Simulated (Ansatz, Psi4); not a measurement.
**Worked example: vertical energy of the triplet above the singlet of C6H12 (3-methyl-1-pentene)**

C6H12 has 18 atoms, charge 0, and is taken as a singlet. SMILES: `C=CC(C)CC`. The shape is that of a PBE0-D4/def2-TZVP optimisation. This is one conformer, not always the lowest.

Both states at this one shape; open shells run unrestricted unless said. 1 Eh = 27.2114 eV.

```tsv
level	program	singlet C6H12 (Eh)	triplet C6H12 (Eh)
B3LYP/6-31G* (Cartesian functions)	Ansatz	-235.848178	-235.680221
wB97X-V/6-31G* (spherical functions)	Psi4	-235.774051	-235.601778
```

Question: Work out the vertical gap, second state less first, at each level.

Answer: 
1. B3LYP/6-31G* (Cartesian functions): -235.680221 − (-235.848178) = 0.167957 Eh = 4.57 eV.
2. wB97X-V/6-31G* (spherical functions): -235.601778 − (-235.774051) = 0.172273 Eh = 4.69 eV.

No measured value is set beside it here; the levels span 4.57 to 4.69 eV.
